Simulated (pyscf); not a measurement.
Optimised with ωB97X-D3(BJ)/def2-SVP in PySCF.

**Question.** Estimate by transition-state theory the rate constant of H₂S + germane (GeH₄) → H₂S + hydrogen (H₂) + germylene (GeH₂) [singlet] (singlet surface; H–S, Ge–H, Ge–H broken, H–S, H–H formed) at 900 K, with ωB97M-D3(BJ)/def2-TZVP energies (ideal gas, 1 atm, RRHO with modes under 100 cm⁻¹ raised to 100, one conformer, R ln 2 for chiral ones without a mode under 150 cm⁻¹; no tunnelling).

**Answer.** The electronic barrier is 65.1 kcal/mol and the thermal terms add +22.1, so ΔG‡ = 87.2 kcal/mol. With k_BT/h = 1.88e+13 s⁻¹ and RT = 1.788 kcal/mol, and a volume of 1.23e-19 cm³ per molecule at 1 atm, k = 1.5e-27 cm³ molecule⁻¹ s⁻¹. Wigner's tunnelling factor for 1608i cm⁻¹ would be 1.28. A shift of 1 kcal/mol in the barrier changes k by a factor 1.7. On the product side the descent ends in a bound adduct (not fully relaxed), 9.3 kcal/mol under the separated species and 28.1 kcal/mol under the saddle at ωB97X-D3(BJ)/def2-TZVP. The same reactants have a lower exit, to HS–GeH₃ + H₂ (barrier +55.1 kcal/mol at ωB97M-D3(BJ)/def2-TZVP, against +65.1 kcal/mol here). One saddle was located; it need not be the lowest between these sides. Elements up to Kr have no core potential and no relativistic terms here.
